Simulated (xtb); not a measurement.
# C3H3F2N (SMILES FC1(F)CC=N1) at GFN2-xTB

We compute a geometry optimisation of C3H3F2N. 

The results are computed with xtb 6.7.1.

5 further runs of the same task are left out: 5 set aside as unsound or not needed.

**1. The system as given**

The species is C3H3F2N (9 atoms), meant as a singlet with charge 0. SMILES: `FC1(F)CC=N1`. The shape is that of a GFN2-xTB optimisation. The run starts from this shape.

Bond lengths: F1–C2 1.344 Å, C2–F3 1.344 Å, C2–C4 1.550 Å, C4–C5 1.497 Å, C2–N6 1.469 Å, C5–N6 1.279 Å, C4–H7 1.088 Å, C4–H8 1.088 Å, C5–H9 1.075 Å. Some angles: F1–C2–F3 106.4°, F1–C2–C4 115.8°, F1–C2–N6 114.4°, F3–C2–C4 116.0°, F3–C2–N6 114.5°, C4–C2–N6 89.4°, C2–C4–C5 80.2°, C4–C5–N6 99.5°, C2–N6–C5 90.9°, C2–C4–H7 114.9°.

**2. A geometry optimisation at GFN2-xTB**

File .CHRG:

```
0
```

File .UHF:

```
0
```

File coord:

```
$coord
      3.193448178005     -1.865008506916      0.918350204784  f
      1.729156095816     -0.140236575708     -0.235743334047  c
      2.952319124503      0.535057054927     -2.356053840400  f
     -1.088822398487     -0.868366948788     -0.557015672495  c
     -1.363569679746      1.389024290645      1.124991756512  c
      0.965404385288      1.984117944551      1.381144132705  n
     -1.609366356776     -2.687851953361      0.247213971624  h
     -1.817462997620     -0.684364316033     -2.471062572344  h
     -2.961106350982      2.337610113423      1.948175353660  h
$end
```

Launch:

```
xtb coord --gfn 2 --opt vtight | tee xtb.out
```

What values should one expect? Wanted: total energy at the end; dipole moment; HOMO energy; LUMO energy; HOMO–LUMO gap; dispersion energy; mean polarisability.

**Answer.** As computed:

Level: GFN2-xTB.

```
                      quantity          value
       total energy at the end   -20.28115 Eh
                 dipole moment         4.38 D
                   HOMO energy      -11.57 eV
                   LUMO energy       -8.23 eV
                 HOMO–LUMO gap        3.34 eV
             dispersion energy  -11.42 kJ/mol
mean polarisability (D4 model)     41.8 bohr³
```

What this shows: At the final geometry: Bond lengths: F1–C2 1.344 Å, C2–F3 1.344 Å, C2–C4 1.549 Å, C4–C5 1.497 Å, C2–N6 1.470 Å, C5–N6 1.279 Å, C4–H7 1.088 Å, C4–H8 1.088 Å, C5–H9 1.075 Å. Some angles: F1–C2–F3 106.4°, F1–C2–C4 115.9°, F1–C2–N6 114.5°, F3–C2–C4 115.9°, F3–C2–N6 114.5°, C4–C2–N6 89.4°, C2–C4–C5 80.2°, C4–C5–N6 99.6°, C2–N6–C5 90.8°, C2–C4–H7 114.9°. The optimisation took 4 steps and changed the energy by -0.000 eV.
